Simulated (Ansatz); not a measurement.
Predict the output of the script below (the Ansatz DFT code, driven from Python).

Contents of `ch2f.xyz`:
```text
4

C    -0.04375   -0.05860   -0.10616
F     0.95260    0.69363    0.35806
H    -0.93960    0.47003   -0.36083
H     0.03074   -1.10506    0.10892
```

`ch2f_composite.py`
```python
# -*- coding: utf-8 -*-
import ansatz as az
import numpy as np


def main():
    molecule = az.Crystal.molecule_from_extxyz("ch2f.xyz")

    calc = (
        molecule.calculation()
        .basis(gaussian="def2-SVP")
        .functional("r2scan")
        .spin("collinear", total=1)
    )
    symbols = [site.symbol for site in molecule.cartesian_sites]
    start = np.array([site.position_ang for site in molecule.cartesian_sites], dtype=float)
    data = calc.relax(force_tolerance=0.01, max_steps=100).run().report
    end = np.array(data["positions_ang"])
    print("final positions (A) and the move of each atom")
    for symbol, xyz, old in zip(symbols, end, start):
        print(f"{symbol:2s} {xyz[0]:10.5f} {xyz[1]:10.5f} {xyz[2]:10.5f}   {np.linalg.norm(xyz - old):7.4f}")

    minimum = az.Crystal.molecule()
    for symbol, place in zip(symbols, end):
        minimum = minimum.atom(symbol, place.tolist())
    at_minimum = minimum.calculation().spin("collinear", total=1)
    level = lambda method, basis: at_minimum.basis(gaussian=basis).correlation(method).run().report
    small, large, cluster = level("mp2", "cc-pVDZ"), level("mp2", "cc-pVTZ"), level("ccsd_t", "cc-pVDZ")
    corr = lambda each: (each["free_energy_ev"] - each["reference_energy_ev"]) / 27.211386246
    mp2_limit = (27 * corr(large) - 8 * corr(small)) / 19
    pieces = {"HF / cc-pVTZ": large["reference_energy_ev"] / 27.211386246, "MP2 correlation, DZ-TZ limit": mp2_limit, "CCSD(T) - MP2 / cc-pVDZ": corr(cluster) - corr(small)}
    for name, value in pieces.items():
        print(f"{name:32s} {value:14.6f} Ha")
    print(f"{'sum':32s} {sum(pieces.values()):14.6f} Ha")
    print("T1 diagnostic", round(cluster["correlation"]["coupled_cluster"]["t1_diagnostic"], 4))


if __name__ == "__main__":
    main()
```

Running `python ch2f_composite.py` prints:
```text
final positions (A) and the move of each atom
C    -0.02702   -0.05488   -0.12822    0.0279
F     0.95669    0.69858    0.36617    0.0103
H    -0.95585    0.47518   -0.35668    0.0175
H     0.02617   -1.11888    0.11872    0.0175
HF / cc-pVTZ                        -138.460394 Ha
MP2 correlation, DZ-TZ limit          -0.437537 Ha
CCSD(T) - MP2 / cc-pVDZ               -0.026491 Ha
sum                                 -138.924421 Ha
T1 diagnostic 0.0152
```

What to keep in mind:
- The settings weren't tested for convergence.
- The sum leaves out core correlation, relativity, the Hartree-Fock basis error and zero-point energy; a DZ-TZ extrapolation is rough.
- The run takes the species as open-shell (spin multiplicity 2), which needn't be its ground state.
- Inner cores stay frozen, so this is valence correlation.
- Hardware and time: 8.9 s on 1 thread of Arm Neoverse V2, with other jobs on the host, peak memory 0.2 GiB.
